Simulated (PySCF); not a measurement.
C₄H₇F.
Geometry (PBE0-D3(BJ)/def2-SVP, Å), atoms numbered from 1 in this order:
```
atom  x, y, z in Å
C1     1.5827    0.0141    0.3860
C2     0.2634   -0.1746   -0.3112
C3    -0.9584    0.6251    0.0873
C4    -0.8842   -0.8348    0.3673
F5    -1.6735   -1.6624   -0.3638
H6     2.1210    0.8892   -0.0105
H7     1.4418    0.1772    1.4659
H8     2.2318   -0.8669    0.2625
H9     0.3211   -0.4000   -1.3817
H10   -0.8834    1.3230    0.9264
H11   -1.6395    0.9330   -0.7098
H12   -0.7705   -1.1859    1.3994
```

The closed-shell ground state was solved at several levels (PySCF, density fitting, gas phase, non-relativistic).

```tsv
level	basis functions	total energy (Eh)	HOMO (eV)	LUMO (eV)	gap (eV)	dipole (D)
PBE0/pcSseg-1	120	-256.1315	-7.91	1.69	9.60	1.77
CAM-B3LYP/def2-SVPD	159	-256.1546	-9.44	1.49	10.93	1.92
B3LYP/pcJ-1	205	-256.4572	-7.67	1.39	9.06	1.75
```

Task: What might wB97X-D/pcSseg-2 (278 basis functions) give for the same quantities?

Result: Total energy -256.4678 Eh, HOMO -9.81 eV, LUMO 2.45 eV, gap 12.26 eV, dipole 1.81 D.

Task: Over all these levels, which gives the widest orbital gap and which the narrowest?

Result: wB97X-D/pcSseg-2 (range-separated hybrid) has the widest, 12.26 eV, and B3LYP/pcJ-1 (global hybrid, 20 % exact exchange) the narrowest, 9.06 eV. Functional and basis both differ between the two, so the spread mixes both effects.

Task: How far do the dipole and the HOMO energy spread over the levels?

Result: The dipole runs from 1.75 to 1.92 D (mean 1.81 D) and the HOMO from -9.81 to -7.67 eV.

Note: wB97X-D ran without an empirical dispersion term, which enters the total energy and its gradient alone.
